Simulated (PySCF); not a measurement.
## How well do the runs reproduce experiment for C5H8?

**The experiment to reproduce.**

NIST CCCBDB Release 22 (SRD 101), experimental dipoles lists, for the gas: dipole moment 0.514 D.

The results are set against them at the end.

Compound: C5H8.
Atom-mapped SMILES: `[CH2:1]=[C:2]1[CH2:3][CH2:4][CH2:5]1` (hydrogens: H6, H7 on C1; H8, H9 on C3; H10, H11 on C4; H12, H13 on C5)

Geometry (PBE0-D3(BJ)/def2-SVP, Å), atoms numbered from 1 in this order:
```xyz
13
C5H8 angstrom
C      1.9666   -0.1170   -0.4042
C      0.6726   -0.0525   -0.1038
C     -0.2264    1.0399    0.4401
C     -1.4437    0.1118    0.2022
C     -0.4824   -1.0262   -0.2217
H      2.6276    0.7407   -0.2495
H      2.4101   -1.0287   -0.8161
H     -0.2191    1.9862   -0.1239
H     -0.0391    1.2782    1.5001
H     -2.1055    0.4532   -0.6064
H     -2.0612   -0.0960    1.0874
H     -0.4290   -1.8624    0.4950
H     -0.6442   -1.4525   -1.2247
```

Runs made with PySCF (gas phase, on this PBE0-D3(BJ)/def2-SVP geometry; no spin–orbit coupling):

```
                             level                                                               job  basis functions  wall time
PBE0-D3(BJ)/def2-SVP, grid level 1      geometry optimisation from a GFN2-xTB start shaken at random              110       26 s
               CAM-B3LYP/def2-SVPD  6 singlets by full TDDFT, polarisability, dynamic polarisability              164       17 s
BHandHLYP/aug-pcX-1 (pcseg-1 on H)                                              K-edge TDA, 24 lines              205       11 s
```

Hardware: one thread, Arm Neoverse V2 (aarch64), no GPU, on a shared host.

**Comparison with experiment**

**Dipole moment.** Measured: 0.514 D (NIST CCCBDB Release 22 (SRD 101), experimental dipoles).

```tsv
level	computed (D)	computed − measured (D)	% (from the printed values)
PBE0-D3(BJ)/def2-SVP	0.522	+0.008	+2
CAM-B3LYP/def2-SVPD	0.566	+0.052	+10
BHandHLYP/aug-pcX-1 (pcseg-1 on H)	0.574	+0.060	+12
```

Closest is PBE0-D3(BJ)/def2-SVP (+0.008 D), furthest BHandHLYP/aug-pcX-1 (pcseg-1 on H) (+0.060 D); one molecule doesn't rank methods. All 3 levels lie above the measurement. The computed dipoles belong to one fixed geometry; measured ones are averaged over vibrations unless marked μe. Magnitudes are compared, not signs.

The geometry is computed, not the measured one. Where a level misses, the cause wasn't examined.
